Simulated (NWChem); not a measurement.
Atomisation of propene (C3H6)

```xyz
9

C      0.2514     1.2161     0.0000
C     -0.4594    -0.0966     0.0000
C      0.1256    -1.2953     0.0000
H     -0.0241     1.8172    -0.8830
H     -0.0241     1.8172     0.8830
H      1.3441     1.0885     0.0000
H     -1.5565    -0.0506     0.0000
H      1.2160    -1.3996     0.0000
H     -0.4609    -2.2178     0.0000
```
Charge 0, spin multiplicity 1.

All runs are NWChem calculations. All single points use one geometry, from PBE0/def2-SVP, a minimum by its harmonic frequencies.

Basis set: def2-TZVP. The atomisation energy is electronic alone: no zero-point, thermal, spin-orbit or counterpoise terms. No value is extrapolated to the basis-set limit. Free atoms are single determinants with multiplicities C 3, H 2. Correlated methods freeze the same cores in atoms and molecule, 3 orbitals in all.

Costs are rough ratios of processor time within this set of runs, SCF included, with HF as 1. Costs are the molecule's.

B3LYP has NWChem's definition, with VWN1-RPA local correlation. GW and range-separated runs recompute their integrals, the others keep them in memory, which bears on the times. The stability of the SCF solutions was not checked. Open-shell Hartree-Fock references start from PBE0 orbitals; any time given for them includes that run.

| method | atomisation energy (kcal/mol) | relative cost |
|---|---|---|
| LC-wPBE (omega 0.3 per bohr) | ? | 10 |
| TPSS | 865.1 | under 3 |
| MP2 | 837.5 | under 3 |
| HF | 652.8 | 1 |
| PBE | 873.0 | under 3 |
| B3LYP | 857.1 | under 3 |
| PBE0 | 862.0 | under 3 |
| M06-2X | ? | under 3 |
| LDA (SVWN5) | 969.4 | under 3 |

Problem. Fill in the missing entries.

Solution. 
- LC-wPBE (omega 0.3 per bohr), atomisation energy (kcal/mol): 864.0
- M06-2X, atomisation energy (kcal/mol): 857.8
